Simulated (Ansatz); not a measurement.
**Al₂ (triplet): the correlation ladder, cc-pVTZ**

How much of the correlation energy of Al₂ (triplet) does each wave-function method recover here?

Computed with Ansatz 0.2.0, Gaussian basis. Level: cc-pVTZ, core rule «outside noble gas», up to 10 orbitals frozen.

The runs, in order: UHF; CCSD(T) on ROHF; CCSD(T) on UHF; BCCD(T) on ROHF; CISD; CCSDT(Q) on ROHF; CCSDT(Q) on UHF; CASSCF and MRCISD+Q, 6 electrons in 8 orbitals; CASSCF and NEVPT2, 6 electrons in 8 orbitals; Full CI.

2 further runs of the same task are left out: 2 set aside as unsound or not needed.

**1. What is computed**

The geometry is a PBE0/def2-TZVP stationary point (not a proven minimum) of the parent state, kept for this charge and spin.

2 atoms, charge 0, spin multiplicity 3.

Atoms are counted from 1 here; the program's logs count them from 0.

No contacts short enough for the rule that draws bonds.

As a file:

```
atom    x (Å)    y (Å)    z (Å)
 Al1  0.00000  0.00000  0.00000
 Al2  0.00000  0.00000  3.03105
```

**2. UHF**

in.yaml reads:

```yaml
crystal:
  periodic: [false, false, false]
  atoms:
    - {symbol: Al, position_ang: [0.000000, 0.000000, 0.000000]}
    - {symbol: Al, position_ang: [0.000000, 0.000000, 3.031047]}
basis:
  gaussian: {orbitals: cc-pVTZ}
magnetization: {spin_polarized: true, initial_magnetization: 2}
hamiltonian: {xc: hf}
output: {orbitals: {seedname: orbitals}}
```

Launch:

```bash
$ ansatz run in.yaml --threads 1 --pin off --events-out ev --progress --plain --max-ram 2816MiB --backend cpu
```

Further steps of the session: CCSD(T) on ROHF; CCSD(T) on UHF; BCCD(T) on ROHF; CISD; CCSDT(Q) on ROHF; CCSDT(Q) on UHF; CASSCF and MRCISD+Q, 6 electrons in 8 orbitals; CASSCF and NEVPT2, 6 electrons in 8 orbitals; Full CI.

Before running them: what should the planned runs give, taken together? Wanted: FCI below the RHF energy; RMP2 from FCI; UMP2 from FCI; RCCSD from FCI; RCCSD(T) from FCI; UCCSD(T) from FCI; RCCSDT(Q) from FCI; UCCSDT(Q) from FCI; NEVPT2 valence from FCI.

**Answer**, as computed:

| quantity | value |
| --- | --- |
| FCI below the RHF energy | -3.5821 eV |
| RMP2 from FCI | +968.9 meV |
| UMP2 from FCI | +996.9 meV |
| RCCSD from FCI | +243.0 meV |
| RCCSD(T) from FCI | +63.0 meV |
| UCCSD(T) from FCI | +63.1 meV |
| RCCSDT(Q) from FCI | +2.4 meV |
| UCCSDT(Q) from FCI | +1.5 meV |
| NEVPT2 valence from FCI | +513.5 meV |
| MRCISD+Q valence from FCI | -12.3 meV |
| levels within 1 kcal/mol (43 meV) | RCCSDT, UCCSDT, RCCSDT(Q), UCCSDT(Q), MRCISD+Q valence |
| T1 diagnostic | 0.033 |
| effectively unpaired electrons | 2.15 |

**Reading.** RCCSD(T) lands +63.0 meV from the yardstick (1.8 % of the correlation energy). MRCISD+Q valence falls below full CI: the +Q correction isn't variational, and the cores differ from full CI's. One determinant dominates. Of the multireference levels listed MRCISD+Q valence comes nearest in total energy (-12.3 meV), which doesn't show that its space is the better one. These misses are within one basis, not against nature; the frozen cores of restricted and unrestricted runs differ, which can shift their rows.
